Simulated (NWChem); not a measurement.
System: ethylene (C₂H₄); SMILES C=C

Input file for NWChem:

```
start job
memory heap 200 mb stack 900 mb global 1100 mb
geometry units angstroms
  C      0.000000     0.665229     0.000000
  C      0.000000    -0.665229     0.000000
  H      0.931002     1.240614     0.000000
  H     -0.931002     1.240614     0.000000
  H     -0.931002    -1.240614     0.000000
  H      0.931002    -1.240614     0.000000
end
basis spherical
  * library 6-31g*
end
dft
  xc hfexch
  iterations 150
end
driver
  maxiter 120
end
task dft optimize
task dft freq
```

The level has its own optimisation; frequencies are unscaled.

Problem. Predict the main results of this run. (Hartree-Fock/6-31G* (spherical d).) Quantities: r C–C (Å); r C–H (Å); highest harmonic frequency (cm⁻¹); lowest (cm⁻¹); zero-point energy (kcal/mol).

Solution. 
```json
{
 "r C–C (Å)": "1.317",
 "r C–H (Å)": "1.076",
 "highest harmonic frequency (cm⁻¹)": "3420",
 "lowest (cm⁻¹)": "897",
 "zero-point energy (kcal/mol)": "34.3"
}
```
